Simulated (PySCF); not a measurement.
O2S, SMILES O=S=O. Geometry optimised at B3LYP-D3(BJ)/def2-TZVP.

Task: Give the equilibrium geometry at B3LYP-D3(BJ)/def2-TZVP (PySCF confirms it by a frequency run) as Cartesian coordinates in Å, and its point group. (The exact figures need the calculation; the answer reports its results.)

Result: point group C2v.
```xyz
3

O      0.0000    -1.2387    -0.3658
S      0.0000     0.0000     0.3658
O      0.0000     1.2387    -0.3658
```
